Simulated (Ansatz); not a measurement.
# BPH6 (SMILES [BH3-][PH3+]) at 6 levels

Aim: a comparison of 6 runs (HF/def2-SVPD, PBE0/def2-SVPD, r2SCAN0/def2-SVPD, wB97M-V/def2-SVPD, RPA@PBE0/def2-SVPD, CCSD(T)/def2-SVPD) of BPH6. 

The results are computed with Ansatz 0.2.0.

48 further runs of the same task are left out: 48 set aside as unsound or not needed.

## Step 1: Starting point

BPH6 has 8 atoms, charge 0, and is taken as a singlet. SMILES: `[BH3-][PH3+]`. The B1–H5 distance was set to 1.572 Å, away from the relaxed value.

Bond lengths: B1–P2 1.910 Å, B1–H3 1.209 Å, B1–H4 1.209 Å, P2–H6 1.408 Å, P2–H7 1.409 Å, P2–H8 1.408 Å. Angles: B1–P2–H6 118.0°, B1–P2–H7 118.1°, B1–P2–H8 118.0°, P2–B1–H3 103.8°, P2–B1–H4 103.8°, H6–P2–H7 99.7°, H6–P2–H8 99.7°, H7–P2–H8 99.7°, H3–B1–H4 114.5°.

## Step 2: A single-point energy at HF/def2-SVPD (run 1)

Input file molecule.yaml:

```yaml
crystal:
  periodic: [false, false, false]
  atoms:
    - {symbol: B, position_ang: [-0.706277, -0.080894, -0.795232]}
    - {symbol: P, position_ang: [0.283723, -0.489694, 0.786468]}
    - {symbol: H, position_ang: [-1.843577, 0.035006, -0.401332]}
    - {symbol: H, position_ang: [-0.517977, -1.038294, -1.509232]}
    - {symbol: H, position_ang: [-0.055500, 1.254200, -1.309900]}
    - {symbol: H, position_ang: [0.268623, 0.447606, 1.837568]}
    - {symbol: H, position_ang: [1.672923, -0.688394, 0.665868]}
    - {symbol: H, position_ang: [-0.060977, -1.653294, 1.501368]}
basis:
  gaussian: {orbitals: def2-SVPD}
output: {orbitals: {seedname: orbitals}}
hamiltonian: {xc: hf}
accuracy: high
```

The run is started by

```sh
$ ansatz run molecule.yaml --threads 1 --pin off --max-ram 3480MiB --events-out events.jsonl --progress --plain --runs-dir runs
```

Output:

```text
Warning: RAYON_NUM_THREADS=1 ignored (pool sized by the plan → 1); use --threads N
Functional definition: HF
  name "HF"
  exchange = exact_x
  correlation = 0
1872 factors; integrals over basis functions are off by at most 3.5e-9 eV
mean field evaluation 1: about -10031.8769 eV, gradient 1.9e1 eV
mean field evaluation 2: about -10031.8788 eV, gradient 1.9e1 eV
mean field evaluation 4: about -10033.5197 eV, gradient 1.9e0 eV
mean field evaluation 8: about -10033.5404 eV, gradient 1.0e-2 eV
mean field -10033.54035338 eV, -368.7258070090 hartree, gradient 2.3e-8 eV, S^2 0.000000; 0 other end points of the search recorded, 0 dependent functions left out
reference -10033.54035338 eV, -368.7258070090 hartree; 13, 13 occupied and 79, 79 virtual orbitals, 1872 factors
Total energy: -10033.54035338 eV, -368.7258070090 hartree
```

It took 4.5 s on 1 thread of Intel Xeon Platinum 8259CL at 2.50GHz (Skylake/Cascade Lake), shared host; peak memory 0.23 GiB.

## Step 3: A single-point energy at PBE0/def2-SVPD (run 2)

Input file run.yaml:

```yaml
crystal:
  periodic: [false, false, false]
  atoms:
    - symbol: B
      position_ang: [-0.706277, -0.080894, -0.795232]
    - symbol: P
      position_ang: [0.283723, -0.489694, 0.786468]
    - symbol: H
      position_ang: [-1.843577, 0.035006, -0.401332]
    - symbol: H
      position_ang: [-0.517977, -1.038294, -1.509232]
    - symbol: H
      position_ang: [-0.055500, 1.254200, -1.309900]
    - symbol: H
      position_ang: [0.268623, 0.447606, 1.837568]
    - symbol: H
      position_ang: [1.672923, -0.688394, 0.665868]
    - symbol: H
      position_ang: [-0.060977, -1.653294, 1.501368]
basis:
  gaussian: {orbitals: def2-SVPD}
hamiltonian: {xc: {name: PBE0}}
accuracy: high
output: {orbitals: {seedname: orbitals}}
```

The run is started by

```sh
$ ansatz run run.yaml --threads 1 --pin off --max-ram 3480MiB --events-out events.jsonl --progress --plain --runs-dir runs
```

Output:

```text
Warning: RAYON_NUM_THREADS=1 ignored (pool sized by the plan → 1); use --threads N
Functional definition: PBE0
  name "PBE0"
  parameter a = 0.25
  parameter kappa = 0.804
  parameter beta = 0.06672455060314922
  exchange = (1 - a)*pbe_x(kappa = kappa, mu = beta*pi^2/3) + a*exact_x
  correlation = pbe_c(beta = beta)
1872 factors; integrals over basis functions are off by at most 3.5e-9 eV
mean field evaluation 1: about -10051.0204 eV, gradient 2.6e1 eV
mean field evaluation 2: about -10050.7811 eV, gradient 2.6e1 eV
mean field evaluation 4: about -10053.3955 eV, gradient 4.9e-1 eV
mean field evaluation 8: about -10053.3961 eV, gradient 2.4e-3 eV
mean field evaluation 16: about -10053.3961 eV, gradient 4.2e-8 eV
mean field -10053.39608316 eV, -369.4554916196 hartree, gradient 1.2e-8 eV, S^2 0.000000; 0 other end points of the search recorded, 0 dependent functions left out
reference -10053.39608643 eV, -369.4554917397 hartree; 13, 13 occupied and 79, 79 virtual orbitals, 1872 factors
Total energy: -10053.39608643 eV, -369.4554917397 hartree
```

Run time: 7.2 s. Hardware: 1 thread of Intel Xeon Platinum 8259CL at 2.50GHz (Skylake/Cascade Lake), shared host; peak memory 0.27 GiB.

Runs 3 to 5 aren't shown in full; the table further down has their settings and results.

## Step 4: A single-point energy at CCSD(T)/def2-SVPD (run 6)

Input file input.yaml:

```yaml
crystal:
  periodic: [false, false, false]
  atoms:
    - {symbol: B, position_ang: [-0.706277, -0.080894, -0.795232]}
    - {symbol: P, position_ang: [0.283723, -0.489694, 0.786468]}
    - {symbol: H, position_ang: [-1.843577, 0.035006, -0.401332]}
    - {symbol: H, position_ang: [-0.517977, -1.038294, -1.509232]}
    - {symbol: H, position_ang: [-0.055500, 1.254200, -1.309900]}
    - {symbol: H, position_ang: [0.268623, 0.447606, 1.837568]}
    - {symbol: H, position_ang: [1.672923, -0.688394, 0.665868]}
    - {symbol: H, position_ang: [-0.060977, -1.653294, 1.501368]}
basis:
  gaussian:
    orbitals: def2-SVPD
correlation:
  method: ccsd_t
  frozen_orbitals: {B: 1, H: 0, P: 5}
accuracy: high
scf:
  omitted_lower_state_checks: [cluster_reference, increment]
```

The run is started by

```sh
$ ansatz run input.yaml --threads 1 --pin off --max-ram 3480MiB --events-out events.jsonl --progress --plain --runs-dir runs
```

Output:

```text
Warning: RAYON_NUM_THREADS=1 ignored (pool sized by the plan → 1); use --threads N
[... 4 set-up lines as earlier in the session ...]
these checks for a lower state are left out or cut short: cluster_reference, increment
1872 factors; integrals over basis functions are off by at most 3.5e-9 eV
mean field evaluation 1: about -10031.8769 eV, gradient 1.9e1 eV
mean field evaluation 2: about -10031.8788 eV, gradient 1.9e1 eV
mean field evaluation 4: about -10033.5197 eV, gradient 1.9e0 eV
mean field evaluation 8: about -10033.5404 eV, gradient 1.0e-2 eV
mean field -10033.54035338 eV, -368.7258070090 hartree, gradient 2.3e-8 eV, S^2 0.000000; 0 other end points of the search recorded, 0 dependent functions left out
6 core orbitals not correlated: weight in the atoms' cores, before any rotation towards them, 1.000 or more for the frozen orbitals, at most 0.000 for the correlated occupied ones
reference -10033.54035338 eV, -368.7258070090 hartree; 7, 7 occupied and 79, 79 virtual orbitals, 1872 factors
second order -7.04279221 eV of doubles, -0.00000000 eV of singles
cycle   1  -7.98910607 eV  change   -9.5e-1 eV  update   7.4e-2
cycle   2  -8.32355570 eV  change   -3.3e-1 eV  update   2.5e-2
cycle   3  -8.35015559 eV  change   -2.7e-2 eV  update   7.3e-3
cycle   4  -8.34806938 eV  change    2.1e-3 eV  update   2.4e-3
cycle   5  -8.34702144 eV  change    1.0e-3 eV  update   7.4e-4
cycle   6  -8.34691309 eV  change    1.1e-4 eV  update   2.3e-4
cycle   7  -8.34692764 eV  change   -1.5e-5 eV  update   6.2e-5
cycle   8  -8.34693577 eV  change   -8.1e-6 eV  update   2.1e-5
cycle   9  -8.34693385 eV  change    1.9e-6 eV  update   6.5e-6
cycle  10  -8.34693238 eV  change    1.5e-6 eV  update   2.1e-6
cycle  11  -8.34693241 eV  change   -3.5e-8 eV  update   7.3e-7
cycle  12  -8.34693271 eV  change   -3.0e-7 eV  update   2.3e-7
cycle  13  -8.34693291 eV  change   -2.0e-7 eV  update   8.0e-8
cycle  14  -8.34693297 eV  change   -5.9e-8 eV  update   3.7e-8
cycle  15  -8.34693298 eV  change   -1.2e-8 eV  update   2.3e-8
cycle  16  -8.34693282 eV  change    1.6e-7 eV  update   1.2e-7
cycle  17  -8.34693278 eV  change    3.2e-8 eV  update   2.9e-8
cycle  18  -8.34693277 eV  change    1.3e-8 eV  update   8.2e-9
cycle  19  -8.34693277 eV  change    3.7e-9 eV  update   2.8e-9
cycle  20  -8.34693277 eV  change    1.1e-9 eV  update  7.9e-10
perturbative correction -0.25396508 eV, -0.0093330444 hartree
Total energy: -10042.14125123 eV, -369.0418841748 hartree
Checks for a lower state left out: cluster_reference, increment
```

It took 14 s on 1 thread of Intel Xeon Platinum 8259CL at 2.50GHz (Skylake/Cascade Lake), shared host; peak memory 0.6 GiB.

## Step 5: Overview of the runs

| run | level | frozen core orbitals | energy (Eh) | HOMO energy (eV) | LUMO energy (eV) | HOMO–LUMO gap (eV) | wall time |
| --- | --- | --- | --- | --- | --- | --- | --- |
| 1 | HF/def2-SVPD | – | -368.725807 | -10.48 | 2.20 | 12.68 | 4.5 s |
| 2 | PBE0/def2-SVPD | – | -369.455492 | -7.73 | 0.05 | 7.79 | 7.2 s |
| 3 | r2SCAN0/def2-SVPD | – | -369.574304 | -7.90 | 0.44 | 8.33 | 10 s |
| 4 | wB97M-V/def2-SVPD | – | -369.559032 | -9.89 | 1.25 | 11.14 | 49 s |
| 5 | RPA@PBE0/def2-SVPD | 6 | -369.167385 | – | – | – | 11 s |
| 6 | CCSD(T)/def2-SVPD | 6 | -369.041884 | – | – | – | 14 s |

## Step 6: Results

```
                                          quantity          value
                               run 6: total energy  -369.04188 Eh
run 6: correlation energy (6 core orbitals frozen)     -316.1 mEh
                             run 6: (T) correction      -9.33 mEh
                              run 6: T1 diagnostic          0.013
```

What this shows: Over runs 1, 2, 3, 4 the HOMO–LUMO gap runs from 7.79 eV (PBE0/def2-SVPD) to 12.68 eV (HF/def2-SVPD). Exact exchange widens orbital gaps. Totals of different functionals can't be ranked against each other. All runs together took 96 s, the longest 49 s.
